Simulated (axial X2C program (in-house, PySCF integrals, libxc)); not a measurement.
**OAlO⁺: properties at the nuclei**

Computed with an axial X2C code built on PySCF integrals: two-component X2C with atomic mean-field Coulomb and Gaunt terms, Gaussian nuclei, basis O dyall-av3z, Al dyall-v3z with contracted cores.

O–Al–O held linear, with bonds 1.711 and 1.711 Å (near the PBE0 minimum at charge 1 of the determinant lowest at the starting distance; the state shown can have its own minimum elsewhere, held linear; other orders of the atoms were not compared).

Determinant lowest in the PBE0 search, Ω = 3 (⟨Sz⟩ = 1.00, ⟨Lz⟩ = 2.00 at PBE0), spin on the atoms O 0.50, Al 0.00, O 0.50:

```tsv
level	A∥/gI O (MHz)	qzz O (a.u.)	A∥/gI Al (MHz)	qzz Al (a.u.)
PBE0	103	-0.59	-9.16	-1.70
HF	110	-0.60	-25.2	-1.90
PBE	102	-0.61	-6.14	-1.59
```

A∥ (defined per Ω) follows by multiplying with gI = μI/(I μN); qzz is the electric field gradient, eQq0 = 234.96 MHz × Q/barn × qzz. The operators were transformed with the bare-nucleus X2C matrices; with these basis sets, hyperfine constants and field gradients can be off by tens of per cent, and where levels differ in sign neither size nor sign is settled.

(1) With gI(17O) = -0.7575, Q(17O) = -0.02558 barn, Q(27Al) = 0.1466 barn (g factors from the IAEA table of nuclear moments by Stone; Q from Pyykkö, Mol. Phys. 2018), turn the PBE0 values of the first state into constants in MHz.

The molecule was held linear; bending was not examined, so a bent shape may lie lower.

Each state is one determinant with collinear spin, which with several unpaired electrons need not be a pure state. Unrestricted Hartree–Fock can overshoot spin polarisation at the nuclei. With several open shells hyperfine constants can be off by a factor of several. Open-shell Ω = 0 determinants with evenly filled partner blocks cannot be reached by this program, so the Ω shown need not be the lowest component. The search compared states at one distance, so a state with another bond length can lie lower. Further determinants of the search, some of them spin-mixed, are not shown. Where a field gradient or hyperfine factor spreads by more than a factor of two over the levels, a constant derived from it is not to be relied on.

Answers

(1) A∥(17O) = 103 × -0.7575 = -78 MHz; eQq0(17O) = 234.96 × (-0.02558) × (-0.59) = 3.55 MHz; eQq0(27Al) = 234.96 × (0.1466) × (-1.70) = -58.6 MHz.
